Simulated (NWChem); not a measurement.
# C5H10 (1-pentene): levels of theory compared

Aim: a comparison of 3 runs (HF/STO-3G, HF/3-21G, B3LYP/6-31G*) of C5H10 (1-pentene). 

The calculation is run with NWChem 7.3.0.

1 further run of the same task is left out (set aside as unsound or not needed).

### Step 1. The structure to begin with

C5H10 has 15 atoms, charge 0, and is taken as a singlet. SMILES: `C=CCCC`. Geometry: relaxed at PBE0-D4/def2-TZVP. This is one conformer, not always the lowest.

Bond lengths: C1–C2 1.326 Å, C2–C3 1.492 Å, C3–C4 1.529 Å, C4–C5 1.519 Å, C1–H6 1.084 Å, C1–H7 1.086 Å, C2–H8 1.090 Å, C3–H9 1.097 Å, C3–H10 1.095 Å, C4–H11 1.095 Å, C4–H12 1.096 Å, C5–H13 1.094 Å, C5–H14 1.092 Å, C5–H15 1.092 Å. Some angles: C1–C2–C3 125.5°, C2–C3–C4 113.0°, C3–C4–C5 113.2°, C1–C2–H8 118.8°, C3–C2–H8 115.7°, C2–C1–H6 121.7°, C2–C1–H7 121.3°, C2–C3–H9 108.9°, C2–C3–H10 109.6°, C4–C3–H9 108.6°.

### Step 2. Energy and gradient at HF/STO-3G (run 1)

Contents of c5h10.xyz:

```xyz
15
C5H10
C     -0.465800     1.494900     1.641300
C     -0.106700     0.249500     1.363600
C      0.933300    -0.151100     0.371600
C      0.382800    -1.036500    -0.747200
C     -0.616700    -0.321100    -1.638900
H     -1.232300     1.716600     2.374900
H      0.000400     2.340800     1.144800
H     -0.605200    -0.569000     1.882700
H      1.728400    -0.698400     0.892300
H      1.394800     0.744600    -0.058300
H      1.219900    -1.402800    -1.349900
H     -0.084500    -1.923400    -0.303900
H     -0.157700     0.545800    -2.123100
H     -1.472200     0.041100    -1.064100
H     -0.992400    -0.981000    -2.424100
```

Contents of c5h10.nw:

```
start c5h10
title "C5H10"
memory total 2200 mb
charge 0

geometry noautosym nocenter noautoz
  load format xyz c5h10.xyz
end

basis "ao basis" spherical bse
  * library STO-3G
end

scf
  thresh 1e-08
  maxiter 80
end

task scf gradient
```

The run is started by

```bash
$ nwchem c5h10.nw > c5h10.out
```

The log of the run:

```text
[...]
  functions       =    35
[...]
  wavefunction    = RHF
[...]
         Total SCF energy =   -192.817817854170
      One-electron energy =   -605.071216370830
      Two-electron energy =    238.141855338553
 Nuclear repulsion energy =    174.111543178107
        Time for solution =      3.1s
[...]
                         RHF ENERGY GRADIENTS
    atom               coordinates                        gradient
                 x          y          z           x          y          z
   1 C      -0.880234   2.824951   3.101607   -0.009285   0.022897   0.006975
   2 C      -0.201634   0.471487   2.576830    0.029279  -0.028822  -0.025397
   3 C       1.763681  -0.285538   0.702222   -0.030226  -0.006229   0.003443
   4 C       0.723387  -1.958701  -1.412003   -0.007762   0.026129   0.001581
   5 C      -1.165394  -0.606791  -3.097072    0.015715  -0.013975   0.015482
   6 H      -2.328709   3.243904   4.487910   -0.002244  -0.000706   0.002223
   7 H       0.000756   4.423471   2.163358    0.003027   0.001997  -0.003042
   8 H      -1.143662  -1.075254   3.557787   -0.002691  -0.002439   0.002249
   9 H       3.266202  -1.319785   1.686202    0.003794  -0.001963   0.003023
  10 H       2.635790   1.407090  -0.110171    0.002915   0.005679  -0.001891
  11 H       2.305277  -2.650908  -2.550941    0.004068  -0.003120  -0.001824
[...]
```

Run time: 4.5 s. Hardware: 1 thread of Intel Xeon Platinum 8559C (Emerald Rapids), shared host; peak memory 0.097 GiB.

### Step 3. Energy and gradient at HF/3-21G (run 2)

Contents of nw.nw:

```
start nw
title "C5H10 gradient"
memory stack 880 mb heap 220 mb global 1100 mb

geometry noautosym nocenter noautoz
  C    -0.465800    1.494900    1.641300
  C    -0.106700    0.249500    1.363600
  C     0.933300   -0.151100    0.371600
  C     0.382800   -1.036500   -0.747200
  C    -0.616700   -0.321100   -1.638900
  H    -1.232300    1.716600    2.374900
  H     0.000400    2.340800    1.144800
  H    -0.605200   -0.569000    1.882700
  H     1.728400   -0.698400    0.892300
  H     1.394800    0.744600   -0.058300
  H     1.219900   -1.402800   -1.349900
  H    -0.084500   -1.923400   -0.303900
  H    -0.157700    0.545800   -2.123100
  H    -1.472200    0.041100   -1.064100
  H    -0.992400   -0.981000   -2.424100
end

basis "ao basis" spherical bse
  * library 3-21G
end

scf
  thresh 1e-08
  maxiter 80
end

task scf gradient
```

The run is started by

```bash
$ nwchem nw.nw > nw.out
```

The log of the run:

```text
[...]
  functions       =    65
[...]
  wavefunction    = RHF
[...]
         Total SCF energy =   -194.061240187891
      One-electron energy =   -605.064987922640
      Two-electron energy =    236.892204556643
 Nuclear repulsion energy =    174.111543178107
        Time for solution =      3.9s
[...]
                         RHF ENERGY GRADIENTS
    atom               coordinates                        gradient
                 x          y          z           x          y          z
   1 C      -0.880234   2.824951   3.101607   -0.002446   0.004036   0.001735
   2 C      -0.201634   0.471487   2.576830    0.015973  -0.006395  -0.012697
   3 C       1.763681  -0.285538   0.702222   -0.017908  -0.006778  -0.001535
   4 C       0.723387  -1.958701  -1.412003   -0.005288   0.018824   0.000870
   5 C      -1.165394  -0.606791  -3.097072    0.011624  -0.009614   0.009390
   6 H      -2.328709   3.243904   4.487910   -0.005794   0.000937   0.005585
   7 H       0.000756   4.423471   2.163358    0.004242   0.005779  -0.004402
   8 H      -1.143662  -1.075254   3.557787   -0.004527  -0.005924   0.004152
   9 H       3.266202  -1.319785   1.686202    0.004353  -0.002803   0.002790
  10 H       2.635790   1.407090  -0.110171    0.002707   0.005592  -0.001674
  11 H       2.305277  -2.650908  -2.550941    0.004631  -0.002692  -0.002712
[...]
```

Run time: 5.7 s. Hardware: 1 thread of Intel Xeon Platinum 8559C (Emerald Rapids), shared host; peak memory 0.097 GiB.

### Step 4. Energy and gradient at B3LYP/6-31G(d) (Cartesian functions) (run 3)

Contents of run.py:

```python
from ase import Atoms
from ase.calculators.nwchem import NWChem

molecule = Atoms(['C', 'C', 'C', 'C', 'C', 'H', 'H', 'H', 'H', 'H', 'H', 'H', 'H', 'H', 'H'], positions=[
    [-0.465800, 1.494900, 1.641300],
    [-0.106700, 0.249500, 1.363600],
    [0.933300, -0.151100, 0.371600],
    [0.382800, -1.036500, -0.747200],
    [-0.616700, -0.321100, -1.638900],
    [-1.232300, 1.716600, 2.374900],
    [0.000400, 2.340800, 1.144800],
    [-0.605200, -0.569000, 1.882700],
    [1.728400, -0.698400, 0.892300],
    [1.394800, 0.744600, -0.058300],
    [1.219900, -1.402800, -1.349900],
    [-0.084500, -1.923400, -0.303900],
    [-0.157700, 0.545800, -2.123100],
    [-1.472200, 0.041100, -1.064100],
    [-0.992400, -0.981000, -2.424100],
])

calc = NWChem(
    label='struct',
    theory='dft',
    memory='2200 mb',
    basis='6-31G*',
    dft={'xc': 'b3lyp', 'mult': '1', 'grid': 'fine', 'convergence': 'energy 1e-08', 'iterations': '100', 'mulliken': None},
)
molecule.calc = calc

forces = molecule.get_forces()
print("Total energy (eV):", round(molecule.get_potential_energy(), 6))
print("forces (eV/A):")
for s, f in zip(molecule.symbols, forces):
    print(f"{s:2s} {f[0]:10.5f} {f[1]:10.5f} {f[2]:10.5f}")
print("dipole (e A):", molecule.get_dipole_moment().round(4))
```

The run is started by

```bash
$ export ASE_NWCHEM_COMMAND="nwchem PREFIX.nwi > PREFIX.nwo"
$ python run.py
```

The log of the run:

```text
Total energy (eV): -5347.964305
forces (eV/A):
C    -0.11159    0.35543    0.09379
C    -0.07081   -0.25876    0.12614
C     0.21952    0.03008    0.05142
C     0.08603   -0.21412   -0.05528
C    -0.16491    0.07410   -0.14810
H    -0.07122    0.06952    0.06628
H     0.01286    0.09976   -0.01157
H    -0.03281   -0.08284    0.04412
H     0.11945   -0.05764    0.04253
H     0.07086    0.07590   -0.04319
H     0.08711   -0.05404   -0.07358
H    -0.04469   -0.10511    0.03384
H     0.03826    0.09585   -0.06705
H    -0.08850    0.03836    0.04098
H    -0.04952   -0.06644   -0.10032
dipole (e A): [ 0.0297 -0.0588 -0.0213]
```

The calculator wrote struct.nwi:

```
title "struct"

permanent_dir struct

scratch_dir struct

start struct

geometry units angstrom nocenter noautosym noautoz
  C  -4.6579999999999999e-01 1.4948999999999999e+00 1.6413000000000000e+00
  C  -1.0670000000000000e-01 2.4950000000000000e-01 1.3635999999999999e+00
  C  9.3330000000000002e-01 -1.5110000000000001e-01 3.7159999999999999e-01
  C  3.8279999999999997e-01 -1.0365000000000000e+00 -7.4719999999999998e-01
  C  -6.1670000000000003e-01 -3.2110000000000000e-01 -1.6389000000000000e+00
  H  -1.2323000000000000e+00 1.7165999999999999e+00 2.3748999999999998e+00
  H  4.0000000000000002e-04 2.3408000000000002e+00 1.1448000000000000e+00
  H  -6.0519999999999996e-01 -5.6899999999999995e-01 1.8827000000000000e+00
  H  1.7283999999999999e+00 -6.9840000000000002e-01 8.9229999999999998e-01
  H  1.3948000000000000e+00 7.4460000000000004e-01 -5.8299999999999998e-02
  H  1.2199000000000000e+00 -1.4028000000000000e+00 -1.3499000000000001e+00
  H  -8.4500000000000006e-02 -1.9234000000000000e+00 -3.0390000000000000e-01
  H  -1.5770000000000001e-01 5.4579999999999995e-01 -2.1231000000000000e+00
  H  -1.4722000000000000e+00 4.1099999999999998e-02 -1.0641000000000000e+00
  H  -9.9239999999999995e-01 -9.8099999999999998e-01 -2.4241000000000001e+00
end

memory 2200 mb

basis noprint
   * library 6-31G*
end

dft
  xc b3lyp
  mult 1
  grid fine
  convergence energy 1e-08
  iterations 100
  mulliken
end

task dft gradient
```

struct.nwo:

```text
Northwest Computational Chemistry Package (NWChem) 7.3.0
             --------------------------------------------------------

           Job information
           ---------------

    nwchem branch   = 7.3.0
    use scalapack   = T
    input           = struct.nwi
    prefix          = struct.
    data base       = struct/struct.db
    status          = startup
    nproc           =        1

           Memory information
           ------------------

[... 5 lines left out ...]
    hardfail = no
[... 114 lines left out ...]
  convergence criterion.
[... 41 lines left out ...]
          Spatial weights used:  Erf1
[... 32 lines left out ...]
 1-e energy   =    -602.144936
[... 58 lines left out ...]
           Coulomb energy =      267.606042171491
[... 737 lines left out ...]
          Convergence on density requested:  1.00D-05
[... 27 lines left out ...]
          total energy or number of iterations.
[... 36 lines left out ...]
                 ----------------------------------------
                 |  Time  |  1-e(secs)   |  2-e(secs)   |
                 ----------------------------------------
                 |  CPU   |       0.01   |       1.82   |
                 ----------------------------------------
                 |  WALL  |       0.01   |       1.82   |
                 ----------------------------------------

 Task  times  cpu:       24.9s     wall:       24.9s
 Total times  cpu:       25.0s     wall:       25.0s
```

It took 26 s on 1 thread of Intel Xeon Platinum 8559C (Emerald Rapids), shared host; peak memory 0.13 GiB.

### Step 5. Overview of the runs

```csv
run,level,Cartesian functions,iteration cap,energy (Eh),dipole moment (D),HOMO energy (eV),LUMO energy (eV),wall time
1,HF/STO-3G,no,80,-192.817818,0.28,-8.34,8.83,4.5 s
2,HF/3-21G,no,80,-194.061240,0.28,-9.72,5.13,5.7 s
3,B3LYP/6-31G* (Cartesian functions),yes,100,-196.534065,0.33,-6.81,0.74,26 s
```

### Step 6. What came out

| quantity | value |
| --- | --- |
| run 3: total energy | -196.53406 Eh |
| run 3: dipole moment | 0.33 D |
| run 3: HOMO energy | -6.81 eV |
| run 3: LUMO energy | 0.74 eV |
| run 3: HOMO–LUMO gap | 7.56 eV |
| run 3: largest force on an atom | 0.384 eV/Å |

The dipole moment (its size) runs from 0.28 D (HF/3-21G) to 0.33 D (B3LYP/6-31G*). The two ends differ in method and basis. The HOMO–LUMO gap runs from 7.56 eV (B3LYP/6-31G*) to 17.16 eV (HF/STO-3G). In run 1 the basis is minimal, so the values are rough. All runs together took 37 s, the longest 26 s.
